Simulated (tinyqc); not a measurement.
Worked calculation: Pariser-Parr-Pople SCF with singles CI, for the molecule O=CC=O (SMILES; centres numbered as the heavy atoms are written). One step of it, computed by the program tinyqc.

Problem. Iteration 1: Fock matrix. F_rr = H_rr + P_rr gamma_rr / 2 + sum_(s != r) P_ss gamma_rs; F_rs = H_rs - P_rs gamma_rs / 2; E = tr P (H + F) / 2 + core repulsion sum_(r<s) z_r z_s gamma_rs.

P at the start, order 1O, 2C, 3C, 4O:
```
[[1.000000, 0.903154, 0.000000, -0.429316],
 [0.903154, 1.000000, 0.429316, 0.000000],
 [0.000000, 0.429316, 1.000000, 0.903154],
 [-0.429316, 0.000000, 0.903154, 1.000000]]
```

core matrix H (eV), order 1O, 2C, 3C, 4O:
```
[[-34.981510, -2.840000, 0.000000, 0.000000],
 [-2.840000, -32.230856, -2.700000, 0.000000],
 [0.000000, -2.700000, -32.230856, -2.840000],
 [0.000000, 0.000000, -2.840000, -34.981510]]
```

repulsion gamma_rs (eV), order 1O, 2C, 3C, 4O:
```
[[15.200000, 8.102761, 5.413077, 3.765672],
 [8.102761, 11.130000, 7.555018, 5.413077],
 [5.413077, 7.555018, 11.130000, 8.102761],
 [3.765672, 5.413077, 8.102761, 15.200000]]
```

Centres (angstrom, eV; a flat drawing with bonds scaled to 1.40 angstrom):
```
centre          x          y  core charge z          W   gamma_rr
1O       1.848000  -0.127000              1  17.700000  15.200000
2C       0.559000   0.421000              1  11.160000  11.130000
3C      -0.559000  -0.421000              1  11.160000  11.130000
4O      -1.848000   0.127000              1  17.700000  15.200000
```

Give: F; pi energy.

Solution.

F (eV), order 1O, 2C, 3C, 4O:
```
[[-10.1000, -6.4990, 0.0000, 0.8083],
 [-6.4990, -5.5950, -4.3217, 0.0000],
 [0.0000, -4.3217, -5.5950, -6.4990],
 [0.8083, 0.0000, -6.4990, -10.1000]]
```

pi energy = -64.7857 eV
